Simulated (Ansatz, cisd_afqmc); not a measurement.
Species: CH$_{2}$, charge 1, doublet. CH2+ (parent SMILES [CH2], doublet).
B3LYP-D3(BJ)/def2-TZVP minimum from Ansatz (a quantum-chemistry and plane-wave program):
```
C
H 1 1.0973
H 1 1.0973 2 141.38
```
Charge +1, spin multiplicity 2.

Total energies in cc-pVTZ, 5 correlated electrons, 1 frozen orbitals. Open shells are spin-unrestricted; no spin-orbit coupling. Correlated methods leave the cores frozen. No relativity. The Monte Carlo rows (phaseless AFQMC, CISD trial, step 0.005/hartree) carry one-sigma bars that omit the constraint's bias. Outlying blocks are dropped, and bars are widened where a walk drifts. Over all cases where full CI ran beside it in this data, AFQMC minus full CI had a median of +0.1 mEh and passed +0.4 mEh in a tenth of the cases. Full CI freezes restricted core orbitals and the other rows unrestricted ones, which leaves a small offset even where coupled cluster is exact.

```
method         program        energy (Eh)  error against FCI (mEh)
----------  ----------  -----------------  -----------------------
HF              Ansatz          -38.58130                   117.93
MP2             Ansatz          -38.67668                    22.55
CCSD            Ansatz          -38.69663                     2.60
CCSD(T)         Ansatz          -38.69880                     0.43
CCSDT(Q)        Ansatz          -38.69926                    -0.03
CCSDTQ          Ansatz          -38.69927                    -0.04
AFQMC/CISD  cisd_afqmc  -38.6992 ± 0.0001                0.0 ± 0.1
FCI             Ansatz          -38.69923                     0.00
```

Rough core times of Ansatz's runs on a shared machine: CCSD(T) under 20 s, CCSDT(Q) 40 s, CCSDTQ 7 min, FCI 3 min.
